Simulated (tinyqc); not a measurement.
Worked calculation: extended Hueckel theory, for H2S. One step of it, computed by the program tinyqc.

Task: Orbitals. Solve H C = S C e through S^(-1/2); fill by pairs from the bottom, a degenerate level sharing its electrons equally; each orbital has its largest coefficient positive (the first on a tie).

H (eV):
```
             1S 3s      1S 3px      1S 3py      1S 3pz       2H 1s       3H 1s
1S 3s   -20.000000    0.000000    0.000000    0.000000  -12.092361  -12.092361
1S 3px    0.000000  -13.300000    0.000000    0.000000    0.000000    0.000000
1S 3py    0.000000    0.000000  -13.300000    0.000000   -9.992982    9.992982
1S 3pz    0.000000    0.000000    0.000000  -13.300000   -6.426713   -6.426713
2H 1s   -12.092361    0.000000   -9.992982   -6.426713  -13.600000   -1.878153
3H 1s   -12.092361    0.000000    9.992982   -6.426713   -1.878153  -13.600000
```

overlap S:
```
           1S 3s    1S 3px     1S 3py    1S 3pz     2H 1s      3H 1s
1S 3s   1.000000  0.000000   0.000000  0.000000  0.403174   0.403174
1S 3px  0.000000  1.000000   0.000000  0.000000  0.000000   0.000000
1S 3py  0.000000  0.000000   1.000000  0.000000  0.424526  -0.424526
1S 3pz  0.000000  0.000000   0.000000  1.000000  0.273022   0.273022
2H 1s   0.403174  0.000000   0.424526  0.273022  1.000000   0.078914
3H 1s   0.403174  0.000000  -0.424526  0.273022  0.078914   1.000000
```

valence electrons = 8

Give: orbital energies; occupations; coefficients; sum of one-electron energies.

Result:

orbital energies (eV): -22.2727  -17.0700  -14.2309  -13.3000  4.5787  7.4318

occupations: 2.0000  2.0000  2.0000  2.0000  0.0000  0.0000

coefficients:
```
           MO1      MO2      MO3     MO4      MO5      MO6
1S 3s   0.7277   0.0000  -0.3517  0.0000   0.0000   0.9404
1S 3px  0.0000   0.0000   0.0000  1.0000   0.0000   0.0000
1S 3py  0.0000   0.5742   0.0000  0.0000   1.1460   0.0000
1S 3pz  0.0205   0.0000   0.8717  0.0000   0.0000   0.6973
2H 1s   0.2657   0.3941   0.1597  0.0000  -0.8582  -0.8548
3H 1s   0.2657  -0.3941   0.1597  0.0000   0.8582  -0.8548
```

sum of one-electron energies = -133.7474 eV
